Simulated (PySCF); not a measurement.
One molecule, one basis, several functionals.

Epifluorohydrin, C3H5FO.
SMILES with atom numbers: `[F:1][CH2:2][C@@H:3]1[CH2:4][O:5]1` (hydrogens: H6, H7 on C2; H8 on C3; H9, H10 on C4)

Torsions of this conformer, `[F:1][CH2:2][C@@H:3]1[CH2:4][O:5]1`: F1–C2–C3–C4 -92°.

PySCF, pcSseg-2 basis, density fitting, gas phase, PBE0-D3(BJ)/def2-SVP geometry. One functional is left out:

| functional | exact exchange (%) | HOMO energy (eV) | LUMO energy (eV) | dipole moment (D) |
| --- | --- | --- | --- | --- |
| B97-D | 0 | -6.61 | 0.18 | 0.514 |
| BLYP | 0 | -6.51 | 0.02 | 0.521 |
| BP86 | 0 | -6.69 | 0.15 | 0.511 |
| LDA | 0 | -6.73 | -0.10 | 0.527 |
| OPBE | 0 | -6.54 | 0.11 | 0.488 |
| PBE | 0 | -6.58 | 0.04 | 0.508 |
| B3LYP | 20 | -8.02 | 0.46 | 0.543 |
| PBE0 | 25 | -8.27 | 0.79 | 0.534 |
| mPW1PW91 | 25 | -8.31 | 0.73 | 0.535 |
| BHandHLYP | 50 | -9.92 | 1.25 | 0.574 |

Q: Predict the row of B97-2 (21 % exact exchange) by straight lines through the other rows, and check it.

A: 
| property | line | computed | computed − line | B3LYP (20 %), for comparison |
| --- | --- | --- | --- | --- |
| HOMO energy (eV) | -8.02 | -7.98 | +0.04 | -8.02 |
| LUMO energy (eV) | 0.58 | 0.81 | +0.23 | 0.46 |
| dipole moment (D) | 0.536 | 0.531 | -0.005 | 0.543 |

Q: Which of these properties follows the share of exact exchange most closely, and which least?

A: Most closely the HOMO energy, least the dipole moment; the correlations over the tabulated rows are HOMO energy -0.998, LUMO energy 0.977, dipole moment 0.885. The HOMO energy moves by -0.667 eV for every 10 %. Functionals with the same share still differ in their other parts: at 0 % BLYP and LDA differ by 0.22 eV in it.
